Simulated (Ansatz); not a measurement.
Species: C₂H₆N, charge 0, doublet. C2H6N (SMILES C[N]C, doublet).
B3LYP-D3(BJ)/def2-TZVP minimum from Ansatz (an electronic-structure program):
```
N
C 1 1.4346
H 2 1.0897 1 110.60
H 2 1.1011 3 108.73 1 122.38
H 2 1.1011 3 108.73 4 115.23
C 1 1.4346 2 112.08 3 180.00
H 6 1.0897 1 110.60 2 -180.00
H 6 1.1011 7 108.73 1 -122.38
H 6 1.1011 7 108.73 8 -115.23
```
Charge 0, spin multiplicity 2.

Total energies in hartree (Ansatz). Open shells are spin-unrestricted; no spin-orbit coupling. Cores are frozen in correlated methods. No relativity. Where a partner has so few electrons that a lower coupled-cluster level is exact, that level stands in.

```csv
species,HF/cc-pVTZ,CCSD(T)/cc-pVTZ,HF/cc-pVQZ,CCSD(T)/cc-pVQZ,CCSD(T)/cc-pVDZ,CCSDT(Q)/cc-pVDZ
"1: C2H6N (SMILES C[N]C, doublet)",-133.67737,-134.26673,-133.68681,-134.30731,-134.12407,-134.12576
2: C (triplet),-37.69157,-37.78076,-37.69331,-37.78654,-37.76038,-37.76071
3: N (quartet),-54.40069,-54.51471,-54.40372,-54.52482,-54.47850,-54.47866
4: H (doublet),-0.49981,-0.49981,-0.49995,-0.49995,-0.49928,-0.49928
```

### Question
Work out the atomisation energy (electronic, to ground-state atoms) in kcal/mol: take Hartree-Fock from cc-pVQZ, extrapolate the CCSD(T) correlation energy as X^-3 (X = 3, 4), and add CCSDT(Q) - CCSD(T) in cc-pVDZ. 1 hartree = 627.51 kcal/mol.

### Answer

Species 1: correlation (64·(-0.62050) - 27·(-0.58936))/37 = -0.64322; step -0.00169; E1 = -133.68681 + (-0.64322) + (-0.00169) = -134.33172
Species 2: correlation (64·(-0.09323) - 27·(-0.08919))/37 = -0.09618; step -0.00033; E2 = -37.69331 + (-0.09618) + (-0.00033) = -37.78982
Species 3: correlation (64·(-0.12110) - 27·(-0.11402))/37 = -0.12627; step -0.00016; E3 = -54.40372 + (-0.12627) + (-0.00016) = -54.53015
Species 4: correlation (64·(0.00000) - 27·(0.00000))/37 = 0.00000; step +0.00000; E4 = -0.49995 + (0.00000) + (+0.00000) = -0.49995
-1·E1 +2·E2 +1·E3 +6·E4 = 1.22223 hartree = 767.0 kcal/mol.
